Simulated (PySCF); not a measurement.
# Changing the system itself: SiC⁺ (quartet)

How does SiC⁺ (quartet) answer to another spin, charge, distance or environment?

Computed with PySCF 2.14.0. Level: each script names its method and basis.

3 further runs of the same task are left out: 3 that didn't finish.

### 1 The system as given

SiC⁺ (quartet): 2 atoms, charge 1, spin multiplicity 4.

Bond lengths: Si1–C2 2.021 Å.

### 2 Base script

The input, input.py:

```python
from pyscf import gto, scf

mol = gto.M(
    atom='Si 0 0 0; C 0 0 2.021',
    basis='6-31+g*',
    charge=1,
    spin=3,
    verbose=4,
)
mf = scf.UHF(mol)
mf.kernel()
mf.stability(internal=True, external=True)
mf.dip_moment()
print('orbital energies (hartree):', [e[max(0, n-3):n+3].round(4) for e, n in zip(mf.mo_energy, mol.nelec)])
```

Command:

```sh
$ OMP_NUM_THREADS=1 python input.py
```

Its log is not repeated here.

In short: E(SCF) = -326.308518 Eh, 15 cycles, ⟨S²⟩ = 3.754, internal stable; real -> complex stable; UHF/UKS -> GHF/GKS stable.

The bond length is a typed value, not an optimised one. The dipole of an ion depends on the origin. The quartet is typed in the script; nothing here shows that it is the ground state.

### 3 PCM, ε = 78.36

Variant 1 changes solvent: none (gas phase) → PCM, ε = 78.36; step after the SCF: stability → analyze.

The input, input.py:

```python
from pyscf import gto, scf, solvent

mol = gto.M(
    atom='Si 0 0 0; C 0 0 2.021',
    basis='6-31+g*',
    charge=1,
    spin=3,
    verbose=4,
)
mf = scf.UHF(mol)
mf = solvent.PCM(mf)
mf.with_solvent.eps = 78.36
mf.kernel()
mf.analyze()
print('orbital energies (hartree):', [e[max(0, n-3):n+3].round(4) for e, n in zip(mf.mo_energy, mol.nelec)])
```

Command:

```sh
$ OMP_NUM_THREADS=1 python input.py
```

### 4 Electric field -0.01 a.u.

Variant 2 changes electric field: none → -0.01 a.u.

input.py: that of step 2 with these lines changed.

```diff
@@ -10,2 +10,7 @@
 mf = scf.UHF(mol)
+field = -0.01  # electric field along z, atomic units
+h = mf.get_hcore() + field*mol.intor('int1e_r')[2]
+mf.get_hcore = lambda *args: h
+e_nuc = mol.energy_nuc() - field*mol.atom_charges() @ mol.atom_coords()[:, 2]
+mf.energy_nuc = lambda *args: e_nuc
 mf.kernel()
```

### 5 Bond 10 Å

Variant 3 changes bond length: 2.021 Å → 10 Å.

input.py: that of step 2 with these lines changed.

```diff
@@ -3,3 +3,3 @@
 mol = gto.M(
-    atom='Si 0 0 0; C 0 0 2.021',
+    atom='Si 0 0 0; C 0 0 10',
     basis='6-31+g*',
```

### 6 Bond 2.082 Å

Variant 4 changes bond length: 2.021 Å → 2.082 Å.

input.py: that of step 2 with these lines changed.

```diff
@@ -3,3 +3,3 @@
 mol = gto.M(
-    atom='Si 0 0 0; C 0 0 2.021',
+    atom='Si 0 0 0; C 0 0 2.082',
     basis='6-31+g*',
```

Q: Predict the outcome of this session. Wanted: for each run, E(SCF); from base; gap, α spin; after the SCF.

The runs gave:

```csv
run,E(SCF) (hartree),from base (eV),cycles,"gap, α spin (eV)",after the SCF
base,-326.308518,0,15,11.20,stable
"PCM, ε = 78.36",-326.411487,-2.8019,14,11.54,n/a
electric field -0.01 a.u.,-326.308387,not comparable,14,11.53,stable
bond 10 Å (poor choice),-326.234619,+2.0109,13,6.12,"unstable: internal, UHF/UKS -> GHF/GKS"
bond 2.082 Å,-326.299963,+0.2328,13,10.78,stable
```

In words: The largest comparable shift of the SCF energy, -2.802 eV, comes with the run “PCM, ε = 78.36”. A continuum solvent with ε = 78.36 lowers the energy by 2.802 eV, a large gain because the system is charged. With bond 10 Å the frontier gap moves by over 1.5 eV, which can mean another electronic state rather than the bond length alone. Rows marked «poor choice» come from settings spoiled on purpose.
